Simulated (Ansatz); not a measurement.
**C2HCl2F (SMILES FC=C(Cl)Cl) at RPA@PBE0/6-31G(d) (spherical functions)**

Aim: the vertical singlet–triplet gap of C2HCl2F at RPA@PBE0/6-31G* (spherical functions), from 2 runs. 

The results are computed with Ansatz 0.2.0.

66 further runs of the same task are left out: 66 set aside as unsound or not needed. Runs told in other sessions of the task aren't counted.

## 1. The system as given

C2HCl2F has 6 atoms, charge 0, and is taken as a singlet. As SMILES, `FC=C(Cl)Cl`. Geometry: relaxed at PBE0-D4/def2-TZVP.

Bond lengths: F1–C2 1.325 Å, C2–C3 1.326 Å, C3–Cl4 1.703 Å, C3–Cl5 1.711 Å, C2–H6 1.082 Å. Angles: F1–C2–C3 121.8°, C2–C3–Cl4 122.7°, C2–C3–Cl5 120.2°, Cl4–C3–Cl5 117.2°, F1–C2–H6 114.8°, C3–C2–H6 123.4°.

## 2. A single-point energy at RPA@PBE0/6-31G(d) (spherical functions)

molecule.yaml

```yaml
crystal:
  periodic: [false, false, false]
  atoms:
    - {symbol: F, position_ang: [0.369860, -1.453540, 1.016570]}
    - {symbol: C, position_ang: [0.335170, -0.183710, 0.639080]}
    - {symbol: C, position_ang: [-0.249490, 0.193990, -0.489960]}
    - {symbol: Cl, position_ang: [-1.002700, -0.907170, -1.549080]}
    - {symbol: Cl, position_ang: [-0.269610, 1.845290, -0.936840]}
    - {symbol: H, position_ang: [0.816790, 0.505150, 1.320220]}
basis:
  gaussian:
    orbitals: 6-31G_st_-spherical.json
accuracy: high
correlation:
  method: rpa
  frozen_orbitals: {C: 1, Cl: 5, F: 1, H: 0}
hamiltonian:
  xc: {name: PBE0}
```

The basis set 6-31G* is read from a file made from the Basis Set Exchange's data (not shown).

The run is started by

```console
ansatz run molecule.yaml --threads 1 --pin off --max-ram 3480MiB --events-out events.jsonl --progress --plain --runs-dir runs
```

Output:

```text
Warning: RAYON_NUM_THREADS=1 ignored (pool sized by the plan → 1); use --threads N
Functional definition: PBE0
  name "PBE0"
  parameter a = 0.25
  parameter kappa = 0.804
  parameter beta = 0.06672455060314922
  exchange = (1 - a)*pbe_x(kappa = kappa, mu = beta*pi^2/3) + a*exact_x
  correlation = pbe_c(beta = beta)
1764 factors; integrals over basis functions are off by at most 5.3e-9 eV
mean field evaluation 1: about -29835.5580 eV, gradient 2.2e1 eV
mean field evaluation 2: about -29835.7870 eV, gradient 2.1e1 eV
mean field evaluation 4: about -29836.7021 eV, gradient 4.8e0 eV
mean field evaluation 8: about -29836.7602 eV, gradient 4.0e-1 eV
mean field evaluation 16: about -29836.7606 eV, gradient 7.4e-5 eV
mean field -29836.76062553 eV, -1096.4807289056 hartree, gradient 1.6e-8 eV, S^2 0.000000; 0 other end points of the search recorded, 0 dependent functions left out
13 core orbitals not correlated: weight in the atoms' cores, before any rotation towards them, 1.000 or more for the frozen orbitals, at most 0.000 for the correlated occupied ones
reference -29786.67238050 eV, -1094.6400198517 hartree; 15, 15 occupied and 52, 52 virtual orbitals, 1764 factors
Total energy: -29812.40176195 eV, -1095.5855571799 hartree
```

Wall time 13 s (1 thread of Arm Neoverse V1, shared host); peak memory 0.26 GiB.

## 3. The triplet

job.yaml

```yaml
crystal:
  periodic: [false, false, false]
  atoms:
    - {symbol: F, position_ang: [0.369860, -1.453540, 1.016570]}
    - {symbol: C, position_ang: [0.335170, -0.183710, 0.639080]}
    - {symbol: C, position_ang: [-0.249490, 0.193990, -0.489960]}
    - {symbol: Cl, position_ang: [-1.002700, -0.907170, -1.549080]}
    - {symbol: Cl, position_ang: [-0.269610, 1.845290, -0.936840]}
    - {symbol: H, position_ang: [0.816790, 0.505150, 1.320220]}
basis:
  gaussian:
    orbitals: 6-31G_st_-spherical.json
magnetization:
  spin_polarized: true
  initial_magnetization: 2
hamiltonian:
  xc: {name: PBE0}
correlation:
  method: rpa
  frozen_orbitals: {C: 1, Cl: 5, F: 1, H: 0}
accuracy: high
```

The basis set 6-31G* is read from a file made from the Basis Set Exchange's data (not shown).

The run is started by

```console
ansatz run job.yaml --threads 1 --pin off --max-ram 3480MiB --events-out events.jsonl --progress --plain --runs-dir runs
```

Output, cut to the lines that bear on the results:

```text
Warning: RAYON_NUM_THREADS=1 ignored (pool sized by the plan → 1); use --threads N
Functional definition: PBE0
  name "PBE0"
[...]
1764 factors; integrals over basis functions are off by at most 5.3e-9 eV
[...]
mean field -29832.74107317 eV, -1096.3330130807 hartree, gradient 2.8e-8 eV, S^2 2.008279; 0 other end points of the search recorded, 0 dependent functions left out
13 core orbitals not correlated: weight in the atoms' cores, before any rotation towards them, 1.000 or more for the frozen orbitals, at most 0.000 for the correlated occupied ones
reference -29783.17650749 eV, -1094.5115488882 hartree; 16, 14 occupied and 51, 53 virtual orbitals, 1764 factors
Total energy: -29808.14904287 eV, -1095.4292726365 hartree
```

Run time: 22 s. Hardware: 1 thread of Arm Neoverse V1, shared host; peak memory 0.39 GiB.

## 4. Outcome

Level: RPA@PBE0/6-31G* (spherical functions), 13 core orbitals frozen.

```
                                        quantity           value
                           singlet: total energy  -1095.58556 Eh
       singlet: RPA correlation energy (valence)      -945.5 mEh
                           triplet: total energy  -1095.42927 Eh
       triplet: RPA correlation energy (valence)      -917.7 mEh
      triplet: ⟨S²⟩ of the reference determinant           2.008
vertical energy of the triplet above the singlet        4.253 eV
```

What this shows: At this shape the triplet lies 4.25 eV (410 kJ/mol) above the singlet.
